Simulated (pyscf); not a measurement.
Thermochemistry of product channels of :N–F [triplet] + H₃Si–O–SiH₃ on the triplet surface, in kcal/mol, from ωB97M-D3(BJ)/def2-TZVP energies (ideal gas, 1 atm, RRHO with modes under 100 cm⁻¹ raised to 100, one conformer, R ln 2 for rigid chiral ones). Single points on ωB97X-D3(BJ)/def2-SVP structures (PySCF, gas phase).

| products | ΔE | ΔH(298 K) | ΔG(900 K) | ΔG(1200 K) |
|---|---|---|---|---|
| NH [triplet] + F–SiH₂–O–SiH₃ | (withheld) | -65.6 | -62.6 | -61.8 |
| :N–SiH₂–O–SiH₃ [triplet] + HF | -36.0 | -35.0 | -33.1 | (withheld) |

Question: Fill in the missing entries.

Answer: 
- NH [triplet] + F–SiH₂–O–SiH₃, ΔE: -66.1
- :N–SiH₂–O–SiH₃ [triplet] + HF, ΔG(1200 K): -32.8

These are energies of the channels, which say nothing of barriers.
